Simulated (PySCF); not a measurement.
## Potential energy of AlN along the bond

Set-up: Al 3-21G, N 3-21G; no relativity (PySCF 2.14). Energies in eV from Al + N in their ground configurations at the same level. State: ³Σ⁻ (triplet), unpaired electrons π ↑↑.

All columns are PBE. A positive dipole means Al(−)N(+).

| R (Å) | E (eV) | μ (D) | Mulliken charge on Al (basis-dependent) | HOMO (eV) | LUMO (eV) | Mayer bond order | ⟨S²⟩ |
| --- | --- | --- | --- | --- | --- | --- | --- |
| 1.710 | -1.656 | -0.21 | 0.34 | -4.76 | -5.31 | 1.06 | 2.00 |
| 1.790 | -2.099 | -0.33 | 0.33 | -4.70 | -4.97 | 1.08 | 2.00 |
| 1.870 | -2.349 | -0.47 | 0.32 | -4.62 | -4.65 | 1.08 | 2.00 |
| 1.929 | -2.443 | -0.58 | 0.32 | -4.56 | -4.44 | 1.09 | 2.00 |
| 1.989 | -2.479 | -0.69 | 0.32 | -4.49 | -4.24 | 1.09 | 2.00 |
| 2.049 | -2.470 | -0.81 | 0.31 | -4.43 | -4.06 | 1.09 | 2.01 |
| 2.128 | -2.407 | -0.98 | 0.30 | -4.34 | -3.85 | 1.09 | 2.01 |
| 2.228 | -2.274 | -1.19 | 0.30 | -4.23 | -3.62 | 1.09 | 2.01 |
| 2.347 | -2.070 | -1.44 | 0.28 | -4.10 | -3.42 | 1.09 | 2.02 |
| 2.506 | -1.769 | -1.76 | 0.26 | -3.95 | -3.24 | 1.07 | 2.03 |

A fit through these points gives, at Re = 2.005 Å, μ = -0.73 D and dμ/dR = -1.97 D/Å; the reduced mass is 9.219 u.

**Question.** How strong is the fundamental in the double-harmonic approximation, I = 42.26·(dμ/dR)²/μred km/mol?

**Answer.** I = 42.26·(-1.97)²/9.219 = 17.8 km/mol at PBE.

3-21G is very small, so such numbers show the basis as much as the molecule. The state is the lowest determinant that a PBE0 search found; another state may lie lower at other levels.

At some distances an empty level lies below a filled one, because the occupation is held.
